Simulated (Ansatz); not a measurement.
**AlNH (doublet): from Hartree-Fock to the top rungs at distance Al1–H3 = 2.229 Å, cc-pVDZ**

How much of the correlation energy of AlNH (doublet) does each wave-function method recover here?

Method: cc-pVDZ, core rule «outside noble gas», up to 6 orbitals frozen; program: Ansatz 0.2.0, Gaussian basis.

Plan: UHF; CCSD(T) on ROHF; CCSD(T) on UHF; BCCD(T) on ROHF; CISD; CCSDT(Q) on ROHF; CCSDT(Q) on UHF; CCSDTQ on ROHF; CASSCF and MRCISD+Q, 3 electrons in 3 orbitals; CASSCF and NEVPT2, 3 electrons in 3 orbitals; CASSCF and MRCISD+Q, 9 electrons in 9 orbitals; CASSCF and NEVPT2, 9 electrons in 9 orbitals.

5 further runs of the same task are left out: 4 for a known fault of the program, 1 that didn't finish.

## 1. What is computed

The geometry derives from a PBE0/def2-TZVP stationary point (not a proven minimum). One bond is set to the value named and the two fragments are kept rigid.

3 atoms, charge 0, spin multiplicity 2.

Atoms are counted from 1 here; the program's logs count them from 0.

Bond lengths: Al1–N2 1.733 Å.

Coordinates:

```xyz
3
charge 0, multiplicity 2
Al    0.0000    0.0000   -0.1655
N     0.0000    0.0000   -1.8981
H     0.0000    0.0000    2.0635
```

## 2. UHF

Input file in.yaml:

```yaml
crystal:
  periodic: [false, false, false]
  atoms:
    - {symbol: Al, position_ang: [0.000000, 0.000000, -0.165469]}
    - {symbol: N, position_ang: [0.000000, 0.000000, -1.898063]}
    - {symbol: H, position_ang: [0.000000, 0.000000, 2.063531]}
basis:
  gaussian: {orbitals: cc-pVDZ}
magnetization: {spin_polarized: true, initial_magnetization: 1}
hamiltonian: {xc: hf}
output: {orbitals: {seedname: orbitals}}
```

Started as:

```bash
$ ansatz run in.yaml --threads 1 --pin off --events-out ev --progress --plain --max-ram 8192MiB --backend cpu
```

Further steps of the session: CCSD(T) on ROHF; CCSD(T) on UHF; BCCD(T) on ROHF; CISD; CCSDT(Q) on ROHF; CCSDT(Q) on UHF; CCSDTQ on ROHF; CASSCF and MRCISD+Q, 3 electrons in 3 orbitals; CASSCF and NEVPT2, 3 electrons in 3 orbitals; CASSCF and MRCISD+Q, 9 electrons in 9 orbitals; CASSCF and NEVPT2, 9 electrons in 9 orbitals.

**Question.** What will the summary of the whole plan be? Wanted: RCCSDTQ below the RHF energy; RMP2 from RCCSDTQ; UMP2 from RCCSDTQ; RCCSD from RCCSDTQ; RCCSD(T) from RCCSDTQ; UCCSD(T) from RCCSDTQ; RCCSDT(Q) from RCCSDTQ; UCCSDT(Q) from RCCSDTQ; NEVPT2 valence from RCCSDTQ.

As calculated:

| quantity | value |
| --- | --- |
| RCCSDTQ below the RHF energy | -6.9398 eV |
| RMP2 from RCCSDTQ | +1122.2 meV |
| UMP2 from RCCSDTQ | +1917.0 meV |
| RCCSD from RCCSDTQ | +476.8 meV |
| RCCSD(T) from RCCSDTQ | +108.2 meV |
| UCCSD(T) from RCCSDTQ | +153.1 meV |
| RCCSDT(Q) from RCCSDTQ | +5.3 meV |
| UCCSDT(Q) from RCCSDTQ | -24.8 meV |
| NEVPT2 valence from RCCSDTQ | +720.6 meV |
| MRCISD+Q valence from RCCSDTQ | +45.4 meV |
| levels within 1 kcal/mol (43 meV) | RCCSDT(Q), UCCSDT(Q) |
| T1 diagnostic | 0.047 |
| effectively unpaired electrons | 1.21 |

In words: RCCSD(T) lands +108.2 meV from the yardstick (1.6 % of the correlation energy). CCSD(T) misses by +108.2 meV on the restricted determinant and by +153.1 meV on the unrestricted one; the two need not hold the same state or core. The occupations show some static correlation. Of the multireference levels listed MRCISD+Q valence comes nearest in total energy (+45.4 meV), which doesn't show that its space is the better one. Coupled cluster took another determinant than the lowest Hartree-Fock one. These misses are within one basis, not against nature; the frozen cores of restricted and unrestricted runs differ, which can shift their rows.
